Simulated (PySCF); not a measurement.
# C2H7Al: the cost of one run

Computed with PySCF 2.14.0, with density-fitted response routines of our own, on a single molecule in the gas phase. Atoms count from 0, in the outputs and in this text.

## 1. Starting geometry

10 atoms, charge 0, multiplicity 1; geometry from: PBE0-D3(BJ)/def2-SVP.

Bonds of the start (Å): C0–C1 1.53, C1–Al2 1.96, C0–H3 1.10, C0–H4 1.10, C0–H5 1.10, C1–H6 1.11, C1–H7 1.11, Al2–H8 1.60, Al2–H9 1.60.

## 2. Ultraviolet spectrum: wB97X-D/def2-SVPD

Job settings and geometry (Å):

```
{"job": {"kind": "uv", "xc": "wB97X-D", "basis": "def2-SVPD", "ip": true}, "charge": 0, "multiplicity": 1}
C     -1.217279    -0.052658     0.543390
C     -0.190657     0.258176    -0.544721
Al     1.688422    -0.178309    -0.172847
H     -2.243568     0.218422     0.244688
H     -1.000396     0.488674     1.478434
H     -1.230349    -1.124364     0.800522
H     -0.223291     1.331413    -0.816946
H     -0.456715    -0.255783    -1.489402
H      2.124206    -0.854753     1.205124
H      2.799804     0.148379    -1.269418
```

Level: TDDFT wB97X-D/def2-SVPD, vertical, gas phase, core orbitals frozen in the response.

Command:

```
$ OMP_NUM_THREADS=1 python probes_run.py task.json out
```

This one command runs all jobs of the session in turn.

**Question.** How long does this first job take on 1 thread of Arm Neoverse V2, shared host, and how much memory does it need?

About 21 s, with a peak of 0.56 GiB.
